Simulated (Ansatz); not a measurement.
A made-up structure of AlBNH6 (charge +1), singlet:

```
9
angstrom
N -0.8385 0.8425 -0.7996
B 0.4569 0.0954 -0.3437
Al 0.7534 -1.2030 1.3541
H -1.0864 0.5494 -1.7517
H -0.6524 1.8488 -0.8761
H 1.1224 -0.8139 -0.1141
H 1.3167 0.3638 -1.1291
H 0.4846 -2.7316 1.0856
H 1.2296 -0.4867 2.6736
```

It is relaxed with PBE-D4/def2-SVP and then PBE0-D4/def2-TZVP (Ansatz 0.2.0). Atoms count as bonded within 1.22 times the sum of their covalent radii (H–H: 0.88 Å). The end point is not checked to be a true minimum.

Does its bonding change? (A judgement: the text doesn't fix the answer.)

By the calculation: Yes. Formed: N1–Al3; broken: B2–Al3, Al3–H6.

Where it ends: The first stage lowers the energy by 4.28 eV in 18 steps. It ends as AlBNH₆ ([BH2][NH2][AlH2]), total charge +1:
```json
{"atom": "N1", "x (Å)": "-0.2102", "y (Å)": "-0.0399", "z (Å)": "-0.5009"}
{"atom": "B2", "x (Å)": "1.1530", "y (Å)": "0.4388", "z (Å)": "-0.8371"}
{"atom": "Al3", "x (Å)": "-0.0300", "y (Å)": "-0.8889", "z (Å)": "1.3190"}
{"atom": "H4", "x (Å)": "-0.5796", "y (Å)": "-0.7549", "z (Å)": "-1.1293"}
{"atom": "H5", "x (Å)": "-0.9140", "y (Å)": "0.6954", "z (Å)": "-0.4196"}
{"atom": "H6", "x (Å)": "1.8748", "y (Å)": "-0.3280", "z (Å)": "-1.3815"}
{"atom": "H7", "x (Å)": "1.4470", "y (Å)": "1.5281", "z (Å)": "-0.4734"}
{"atom": "H8", "x (Å)": "-1.4184", "y (Å)": "-1.4296", "z (Å)": "1.7717"}
{"atom": "H9", "x (Å)": "1.4638", "y (Å)": "-0.7562", "z (Å)": "1.7502"}
```

Labels in which every atom is bracketed show which atoms are joined, not bond orders.

For scale, one of the runs: PBE0-D4/def2-TZVP relaxation, 135 basis functions, launched by `ansatz run in.yaml --threads 2 --pin off --events-out ev --progress --plain --max-ram 4352MiB`. Hardware: 2 CPU threads of an Arm Neoverse V1, shared host. Wall time about 63 s.
